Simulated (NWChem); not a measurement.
# nitrogen (N2); SMILES N#N

```xyz
2

N      0.0000     0.0000     0.5447
N      0.0000     0.0000    -0.5447
```
Atoms are numbered in this order, from 1.

The geometry was optimised at PBE0-D3(BJ)/def2-TZVP.

 States above −ε(HOMO) = 10.4 eV lie in this functional's continuum and hang on the basis.

### Question
List the 4 lowest vertical singlet excitations from LDA (Slater exchange, VWN5)/6-31+G* (spherical d), TDA (NWChem).

### Answer
```
state  energy (eV)  oscillator strength  leading excitation (squared amplitude)
-----  -----------  -------------------  --------------------------------------
S1            9.30                0.000                    HOMO → LUMO+1 (0.99)
S2            9.30                0.000                      HOMO → LUMO (0.99)
S3            9.85                0.000                  HOMO−2 → LUMO+1 (0.50)
S4           10.45                0.000                  HOMO−2 → LUMO+1 (0.50)
```
